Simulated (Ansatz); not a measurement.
A run of Ansatz (development build ahead of 0.2.0) on singlet CH4 at this shape:

```yaml
atoms:
  - { symbol: C, position_ang: [0.0000, 0.0000, 0.0000] }
  - { symbol: H, position_ang: [0.5833, 0.5833, 0.5833] }
  - { symbol: H, position_ang: [0.5833, -0.5833, -0.5833] }
  - { symbol: H, position_ang: [-0.5833, 0.5833, -0.5833] }
  - { symbol: H, position_ang: [-0.5833, -0.5833, 0.5833] }
```

Its results:

```yaml
Converged: yes
Reference_energy: -40.19758 hartree
Correlation_energy: -0.19734 hartree
Total_energy: -40.39492 hartree
Spin_squared_of_the_determinant: 0.000
```

**Question.** Which input gives this output? Name the method, the orbitals and the basis set, and write the input.

**Answer.** RHF-MP2 in cc-pVTZ. An unrestricted run that stays on the closed shell gives the same numbers.

```yaml
crystal:
  periodic: [false, false, false]
  atoms:
    - { symbol: C, position_ang: [0.0, 0.0, 0.0] }
    - { symbol: H, position_ang: [0.58327, 0.58327, 0.58327] }
    - { symbol: H, position_ang: [0.58327, -0.58327, -0.58327] }
    - { symbol: H, position_ang: [-0.58327, 0.58327, -0.58327] }
    - { symbol: H, position_ang: [-0.58327, -0.58327, 0.58327] }
basis:
  gaussian: { orbitals: cc-pVTZ }
hamiltonian:
  xc: hf
correlation:
  method: mp2
  frozen_orbitals: { C: 1, H: 0 }
```
